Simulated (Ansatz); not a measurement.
Basis sets compared for the cluster AlN₂. Total charge 0; doublet. Geometry r2SCAN-D4/def2-TZVP. Ansatz on 4 threads of Arm Neoverse V2 on a shared host; times are rough, and most runs start from earlier orbitals.

```xyz
3

Al    0.316   -0.556    1.570
N    -0.055    0.085   -0.263
N    -0.261    0.471   -1.307
```

B3LYP takes the VWN-RPA correlation. At r2SCAN-D4/def2-TZVP the program marks the result for the charge 0 doublet as doubtful (asymmetric forces). The structure comes from a short search, and lower isomers may exist.

Binding counts from free atoms (Al doublet, N quartet) in the same basis, without a counterpoise term.

| level | functions | energy (Eh) | HOMO (eV) | LUMO (eV) | binding per atom (eV) | wall time |
| --- | --- | --- | --- | --- | --- | --- |
| PBE-D4/def2-SVP | 46 | -351.4827 | -3.73 | -3.53 | 3.70 | 0.7 s |
| PBE-D4/def2-TZVP | 99 | -351.6969 | -3.80 | -3.56 | 3.67 | 1.3 s |
| r2SCAN-D4/def2-TZVP (with forces) | 99 | -351.8570 | -4.08 | -3.44 | 3.31 | 16 s |
| B3LYP-D4/6-31G | 31 | -351.8523 | -4.31 | -2.74 | 2.91 | 0.9 s |
| B3LYP-D4/def2-TZVP | 99 | -351.9716 | -4.40 | -2.73 | 3.41 | 1.5 s |
| PBE0-D4/def2-SVP | 46 | -351.4920 | -4.59 | -2.58 | 3.35 | 0.8 s |
| PBE0-D4/def2-TZVP | 99 | -351.7051 | -4.65 | -2.59 | 3.34 | 5.5 s |

Question: Estimate the rows for PBE-D4/def2-TZVPD, r2SCAN-D4/def2-TZVPD, PBE0-D4/def2-TZVPD.

Answer: 
```json
{"level": "PBE-D4/def2-TZVPD", "functions": "117", "energy (Eh)": "-351.6976", "HOMO (eV)": "-3.81", "LUMO (eV)": "-3.57", "binding per atom (eV)": "3.68", "wall time": "1.7 s"}
{"level": "r2SCAN-D4/def2-TZVPD", "functions": "117", "energy (Eh)": "-351.8575", "HOMO (eV)": "-4.08", "LUMO (eV)": "-3.44", "binding per atom (eV)": "3.31", "wall time": "17 s"}
{"level": "PBE0-D4/def2-TZVPD", "functions": "117", "energy (Eh)": "-351.7057", "HOMO (eV)": "-4.66", "LUMO (eV)": "-2.59", "binding per atom (eV)": "3.35", "wall time": "2.1 s"}
```
